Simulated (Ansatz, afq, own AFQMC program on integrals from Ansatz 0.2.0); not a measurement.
InH3⁺, doublet → InH3⁺, quartet

```
atom   x (Å)    y (Å)    z (Å)
  In  0.0000  -0.0188   0.0006
   H  0.0000   2.3330  -0.0684
   H  0.0000  -0.1443  -1.6632
   H  0.0000  -0.0483   1.6687
```

E(quartet, charge +1) − E(doublet, charge +1) at this geometry, on UHF and UHF determinants.

Basis def2-SVP with its core potentials. Noble-gas cores (and the filled d shells of Ga–Kr and In–Xe) are frozen. Integrals, coupled cluster, full CI and functionals: Ansatz 0.2.0; the random walks run on the same integrals in our own AFQMC program. The CISD trial takes its coefficients from CCSD amplitudes. Released means that phaseless walkers are propagated on without the constraint, phases kept. ± is one standard error of the sampling. No spin–orbit coupling. The errors of all members are added in quadrature.

Full CI on the same integrals is exact in this basis and with this determinant's frozen core.

Errors are counted within def2-SVP, not against nature.

Cautions: inner d shell frozen; no spin-orbit coupling; InH₃⁺ (quartet): another spin lies lower, an unrestricted solution with more broken spin lies lower, unrestricted determinant slightly spin contaminated (⟨S²⟩ 3.82 against 3.75), the released energies are still falling, so no released level is given (meV from the phaseless value at times in 1/Eh: -0.6 ± 1.9 at 0.24, -3.3 ± 1.9 at 0.51, -7.7 ± 2.1 at 0.99, -10 ± 3 at 1.62, -13 ± 3 at 2.40), though the last usable value meets full CI within the noise; the upper state may be diffuse, so the gap hangs on the basis.

```
level  vertical spin gap (eV)
   HF                   5.848
  MP2                   6.099
```

Problem. From these cheaper values, estimate the vertical spin gap at the reference level in def2-SVP.

Solution. 5.966 eV (full CI in def2-SVP).

```csv
level,vertical spin gap (eV),error against FCI (eV)
CCSD,5.982,0.016
CCSD(T),5.969,0.003
CCSDT,5.966,0.000
CCSDT(Q),5.966,0.000
ph-AFQMC/CISD,5.974 ± 0.002,0.008 ± 0.002
```

Correlation beyond CCSD(T) takes off 0.003 eV. The perturbative (T) step is worth −0.013 eV.

CCSDT and higher add their correlation energy to the determinant of the CCSD(T) run, since their own runs factorise the integrals more tightly (a shift of under 2 meV). A walk keeps the symmetry of its determinant, which the program's search chose and which needn't be the lowest solution, so a lower state of the same spin and another symmetry isn't excluded.
